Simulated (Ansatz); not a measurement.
System: H2O, singlet: symmetric bend, bond length relaxed. Scanned: H-O-H angle. Other coordinates (O-H bond length) were minimised at PBE0/def2-TZVP.

Levels of theory: RKS-PBE/cc-pVDZ = restricted PBE/cc-pVDZ (Ansatz, an electronic-structure program); FCI/cc-pVDZ = full CI/cc-pVDZ, frozen core run with Ansatz.

Energies relative to the lowest point of each profile, in kJ/mol; the last columns give the error against full CI:

```
a / °   RKS-PBE/cc-pVDZ  FCI/cc-pVDZ  RKS-PBE/cc-pVDZ − FCI/cc-pVDZ
------  ---------------  -----------  -----------------------------
180               135.6        153.0                          -17.4
170.75            131.1        147.5                          -16.4
159.47            114.3        127.3                          -13.0
148.42             88.9         97.6                           -8.8
138.06             61.2         66.3                           -5.0
128                35.2         37.6                           -2.3
119.05             16.1         16.9                           -0.7
111.31              4.6          4.7                            0.0
98.11               0.0          0.0                            0.0
89.13              10.0         10.7                           -0.8
79.46              34.5         36.8                           -2.3
71.14              68.0         72.5                           -4.5
60                133.4        141.9                           -8.4
```

RKS-PBE/cc-pVDZ is furthest from FCI/cc-pVDZ at 180 (-17.4 kJ/mol, below); its mean absolute error over the points is 6.1 kJ/mol.
